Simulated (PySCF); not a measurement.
Below is a simulated gas-phase C 1s photoelectron spectrum of `C=CC=C=O`.

Every computed line was given a Gaussian of 0.8 eV full width at half maximum and an area set by the number of equivalent atoms; the highest printed point is 100. The calculation used delta-SCF UKS SCAN, pcX-2 on the ionised atom, pcseg-1 elsewhere, spin-free X2C in PySCF 2.14.0.

(binding energy (eV), intensity): (288.8, 0), (289.0, 2), (289.2, 7), (289.4, 19), (289.6, 37), (289.8, 50), (290.0, 47), (290.2, 33), (290.4, 22), (290.6, 28), (290.8, 55), (291.0, 87), (291.2, 100), (291.4, 82), (291.6, 48), (291.8, 20), (292.0, 6), (292.2, 1), (292.4, 0), (292.6, 0), (292.8, 0), (293.0, 0), (293.2, 2), (293.4, 8), (293.6, 20), (293.8, 38), (294.0, 50), (294.2, 46), (294.4, 30), (294.6, 14), (294.8, 5), (295.0, 1), (295.2, 0)

Q: How many maxima does the curve show, and how many computed lines lie under it?

A: The curve has 3 maxima (at 289.9, 291.2 and 294.1 eV). Under it lie 4 lines from 4 inequivalent carbon sites. At this width some lines have no maximum of their own.

Q: Decompose the envelope and assign each component. Numbering: `[CH2:1]=[CH:2][CH:3]=[C:4]=[O:5]`.

A: 
| position (eV) | relative area | line | atoms | environment |
| --- | --- | --- | --- | --- |
| 289.87 | 1 | C 1s | C1 | terminal =CH2 carbon |
| 291.13 | 1 | C 1s | C2 | alkene CH carbon |
| 291.24 | 1 | C 1s | C3 | outer carbon of cumulated double bonds |
| 294.06 | 1 | C 1s | C4 | central carbon of a ketene |

Lowest listed C 1s: C1, bonded to C (double bond) and 2 H. Highest, 4.19 eV above it: C4, bonded to O (double bond) and C (double bond). The widest gap between neighbouring values is 2.82 eV, between 291.24 and 294.06 eV. Summing the Pauling electronegativity differences to the bonded atoms, each weighted by its formal bond order, gives -0.70 for the lowest site and +1.78 for the highest; no listed site has a larger sum than the highest.

The curve has no shake-up lines and no vibrational structure. Spin contamination (⟨S²⟩ against 0.75 for a pure doublet) is marked for C 1s of C2 (0.87) and C 1s of C4 (0.92), which makes these values less certain. The structure is a single PBE0-D3(BJ)/def2-SVP conformer in the gas phase; no vibrational or solvent corrections.

Conformer computed: `[CH2:1]=[CH:2][CH:3]=[C:4]=[O:5]`: C1–C2–C3–C4 180°.
